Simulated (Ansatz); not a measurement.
Input for Ansatz (development build ahead of 0.2.0):

```yaml
crystal:
  periodic: [false, false, false]
  atoms:
    - { symbol: C, position_ang: [0.0, 0.52485, -0.35232] }
    - { symbol: H, position_ang: [0.0, 1.61271, 0.21268] }
    - { symbol: O, position_ang: [0.0, -0.59523, 0.23766] }
basis:
  gaussian: { orbitals: cc-pVTZ }
magnetization:
  spin_polarized: true
  initial_magnetization: 1
hamiltonian:
  xc: hf
correlation:
  method: mp2
  frozen_orbitals: { C: 1, H: 0, O: 1 }
```

The input is written out in the form of the current development build from the run's settings.

The run gave:

| Property | Result |
| --- | --- |
| Converged | yes |
| Reference energy | -113.26457 hartree |
| Correlation energy | -0.37401 hartree |
| Total energy | -113.63858 hartree |
| Spin squared of the determinant | 0.834 |
